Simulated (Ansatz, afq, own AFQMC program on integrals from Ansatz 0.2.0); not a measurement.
**Sc, doublet → Sc, quartet**

A free Sc atom.

E(quartet, charge +0) − E(doublet, charge +0) at this geometry, on UHF and UHF determinants.

Basis def2-TZVP. Only valence electrons are correlated. AFQMC by an in-house program on the Cholesky factors that Ansatz 0.2.0 writes for its CCSD(T) run. ph-AFQMC/CISD is guided by a CISD state made of CCSD amplitudes; releasing the constraint for a short imaginary time cuts its bias at the price of noise, slowly where states lie close. ± is one standard error of the sampling. The metal's outer-core s and p shells are frozen, which shifts wave-function levels against functionals. The errors of all members are added in quadrature.

Full CI on the same integrals is exact in this basis and with this determinant's frozen core.

Errors are counted within def2-TZVP, not against nature.

Cautions: no relativity below Rb; outer-core shells of the metal frozen; Sc (doublet): its ph-AFQMC/CISD value lies 16 ± 4 meV above full CI; Sc (quartet): another spin lies lower.

| level | vertical spin gap (kcal/mol) |
| --- | --- |
| HF | 23.2 |
| CCSD | 36.4 |

Task: From these cheaper values, estimate the vertical spin gap at the reference level in def2-TZVP.

Result: 37.1 kcal/mol (full CI in def2-TZVP).

```json
{"level": "MP2", "vertical spin gap (kcal/mol)": "32.5", "error against FCI (kcal/mol)": "-4.6"}
{"level": "CCSD(T)", "vertical spin gap (kcal/mol)": "36.8", "error against FCI (kcal/mol)": "-0.3"}
{"level": "ph-AFQMC/CISD", "vertical spin gap (kcal/mol)": "36.8 ± 0.09", "error against FCI (kcal/mol)": "-0.3 ± 0.09"}
{"level": "released AFQMC", "vertical spin gap (kcal/mol)": "36.8 ± 0.1", "error against FCI (kcal/mol)": "-0.3 ± 0.1"}
```

Correlation beyond CCSD(T) adds 0.3 kcal/mol. The perturbative (T) step is worth +0.4 kcal/mol.

A walk keeps the symmetry of its determinant, which the program's search chose and which needn't be the lowest solution, so a lower state of the same spin and another symmetry isn't excluded. Released energies are given only where the last usable release times agree within the noise; a slower fall can still hide under it.
